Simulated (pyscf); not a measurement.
A first-order saddle from PySCF, ωB97X-D3(BJ)/def2-SVP:

```
C
H 1 1.0885
H 1 1.0940 2 119.57
H 1 1.0952 2 119.09 3 177.14
C 1 2.0450 2 92.45 4 -88.21
H 5 1.0966 1 104.75 2 -59.45
H 5 1.0967 6 113.35 3 -138.48
H 5 1.0970 6 113.37 7 -131.14
Al 1 2.1628 2 102.37 4 90.30
O 9 1.7176 1 114.51 2 -100.08
H 10 0.9594 9 128.51 1 -153.68
O 9 1.7182 10 121.50 11 -10.95
H 12 0.9595 9 128.19 10 11.21
```
Charge 0, spin multiplicity 2.

Surface: doublet, charge 0. Lowest wavenumbers (cm⁻¹): 1153i, 48, 59, 95, 191.

Question: Name the species on either side of this saddle.

Answer: H₃C–Al(OH)–OH + CH₃• <-> H₃C–CH₃ + [HO–Al–OH]•, a substitution at C read from left to right: Al–C broken and C–C formed. At ωB97M-D3(BJ)/def2-TZVP it lies +1.56 eV from the left side and +1.93 eV from the right (each side as separated species at their lowest minima found). This is the saddle that the search found; another between the same sides may lie lower. The angle at the attacked C is 165°.
